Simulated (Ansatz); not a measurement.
We consider litharge PbO, described by PBE (plane waves, PAW; Ansatz, a quantum-chemistry and plane-wave program).

Settings: plane-wave cutoff 520 eV, 8×8×8 k mesh, Fermi–Dirac smearing 0.01 eV, scalar-relativistic PAW data made under PBE.

Cell (measured lattice):

PbO has the tetragonal space group P4/nmm, origin choice 1 (No. 129), Pearson symbol tP4. Cell: a = 3.9750 Å, b = 3.9750 Å, c = 5.0230 Å, α = 90.00°, β = 90.00°, γ = 90.00°. Pb on 2c is coordinated by 4 O at 2.316 Å. O on 2a sees 4 Pb at 2.316 Å (tetrahedral). (Neighbours: up to the widest gap in distance over summed covalent radii, below 1.35, at either atom; cation-cation and far metal-metal contacts left out.)

Task: Estimate the band gap, smallest direct gap on the k points sampled and Γ–Γ gap that the calculation returns.

Result: 
- band gap = 1.20 eV
- smallest direct gap on the k points sampled = 2.25 eV
- Γ–Γ gap = 2.40 eV

Note: cell and atoms aren't relaxed at this level (largest force component 0.30 eV/Å, pressure 4.3 GPa).

Spin–orbit coupling is not included; with these elements it can move the gap by several tenths of an eV or more.

Static lattice: no zero-point or thermal effects.

Cost on a shared machine: very roughly 40 core-seconds.
